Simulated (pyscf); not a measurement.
Structures and frequencies: ωB97X-D3(BJ)/def2-SVP in PySCF.

### Question
For the elementary gas-phase step HCl + H₂N–Si(Cl)(Cl)–Cl → Cl–Si(Cl)(Cl)–Cl + NH₃ (singlet surface; Cl–H, N–Si broken, Cl–Si, H–N formed), what barrier and reaction energy does ωB97M-D3(BJ)/def2-TZVP give, measured from the separated reactants?

### Answer
ΔE‡ = 12.5 kcal/mol, ΔE = -5.0 kcal/mol. Zero-point energy shifts the barrier by +2.2 kcal/mol. It is a four-centre exchange, with an imaginary mode of 348i cm⁻¹. On the reactant side the descent ends in a complex, 5.2 kcal/mol under the separated species and 16.3 kcal/mol under the saddle at ωB97X-D3(BJ)/def2-TZVP. On the product side the descent ends in an adduct with a N–Si contact, 4.8 kcal/mol over the separated species and 13.0 kcal/mol under the saddle at ωB97X-D3(BJ)/def2-TZVP. What is counted as broken (N–Si) persists as a longer contact in the product adduct; parting that adduct is a step of its own. One saddle was located; it need not be the lowest between these sides.
